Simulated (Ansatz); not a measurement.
The input, for Ansatz 0.2.0:

```yaml
crystal:
  periodic: [false, false, false]
  atoms:
    - {symbol: H, position_ang: [-2.092943, 0.000000, 0.000000]}
    - {symbol: H, position_ang: [-1.278943, 0.000000, 0.000000]}
    - {symbol: C, position_ang: [0.226057, 0.000000, 0.000000]}
    - {symbol: H, position_ang: [0.226057, -1.080023, 0.000000]}
    - {symbol: H, position_ang: [0.226057, 0.540011, 0.935327]}
    - {symbol: H, position_ang: [0.226057, 0.540012, -0.935327]}
basis:
  gaussian: {orbitals: cc-pVDZ}
magnetization: {spin_polarized: false, initial_magnetization: 1}
hamiltonian: {xc: hf}
scf: {lower_state_search: full}
output: {orbitals: {seedname: orbitals}}
```

```sh
$ ansatz run in.yaml --threads 1 --pin off --events-out ev --progress --plain --max-ram 2393MiB
```

Log:

```
343 factors; integrals over basis functions are off by at most 1.5e-3 eV
mean field evaluation 1: about -1105.2719 eV, gradient 1.5e1 eV
mean field evaluation 2: about -1105.2719 eV, gradient 1.5e1 eV
mean field evaluation 4: about -1106.1374 eV, gradient 1.9e0 eV
mean field evaluation 8: about -1106.1674 eV, gradient 2.9e-4 eV
mean field evaluation 16: about -1054.0512 eV, gradient 4.5e1 eV
mean field evaluation 32: about -1106.1676 eV, gradient 1.7e-1 eV
mean field -1106.16743649 eV, -40.6509035039 hartree, gradient 1.5e-5 eV, S^2 0.750000; 3 other end points of the search recorded, 0 dependent functions left out
reference -1106.16743649 eV, -40.6509035039 hartree; 6, 5 occupied and 33, 34 virtual orbitals, 343 factors
Total energy: -1106.16743649 eV, -40.6509035039 hartree
```

Ran on 1 thread of Intel Xeon 6975P-C, shared host: 0.15 s wall, 0.17 GiB peak host memory.
